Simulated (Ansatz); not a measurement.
Born–Oppenheimer molecular dynamics of C2H5NOS (10 atoms, charge 0, multiplicity 1). It starts at the highest image of a converged band. Of that band: Neighbouring images differ by up to 1.3 eV, so the band resolves the path poorly. A vibrational analysis at the climbing image gives one clearly imaginary mode, 1816i cm⁻¹: a first-order saddle point.

Computed with RKS r2SCAN/def2-SVP in Ansatz 0.2.0.

- ensemble: NVE (velocity Verlet)
- time step: 0.5 fs
- steps asked: 200
- starting velocities drawn for: 100 K
- seed: 8579

First frame:

```xyz
10
Properties=species:S:1:pos:R:3
N 1.303 1.238 0.433
C 1.702 -0.024 0.319
S 0.682 -1.394 -0.013
C -1.022 -0.670 -0.060
O -1.212 0.291 -1.051
H 0.293 1.496 0.396
H 2.238 0.838 1.114
H -1.699 -1.543 -0.139
H -1.209 -0.177 0.909
H -0.993 -0.107 -1.905
```

(1) How far do the bonds stretch over the last three quarters of this one trajectory? (Pairs bonded in most of those frames.)

Answers

(1) 
| bond | mean (Å) | spread (Å) | shortest | longest |
| --- | --- | --- | --- | --- |
| N1–C2 | 1.355 | 0.048 | 1.27 | 1.45 |
| N1–H6 | 1.044 | 0.031 | 0.99 | 1.09 |
| N1–H7 | 1.074 | 0.088 | 0.92 | 1.21 |
| C2–S3 | 1.714 | 0.051 | 1.64 | 1.80 |
| S3–C4 | 1.883 | 0.014 | 1.85 | 1.90 |
| C4–O5 | 1.397 | 0.013 | 1.38 | 1.43 |
| C4–H8 | 1.109 | 0.007 | 1.10 | 1.12 |
| C4–H9 | 1.104 | 0.010 | 1.09 | 1.12 |
| O5–H10 | 0.968 | 0.004 | 0.96 | 0.98 |

Mean temperature of the second half: 1024 K. The conserved energy stayed within 0.85 meV per atom of its start (net change 0.34 meV per atom), so the integration is sound. The system heated up, since it started high on the potential surface and ran downhill. A run of 0.1 ps of so small a system gives no equilibrium averages. The orbitals stay closed-shell, which can raise the energy where a bond breaks towards radicals; this wasn't checked here.

The run took 4.8 min on 2 threads of Intel(R) Xeon(R) 6975P-C (Granite Rapids), on a shared host, peak memory 0.17 GiB.
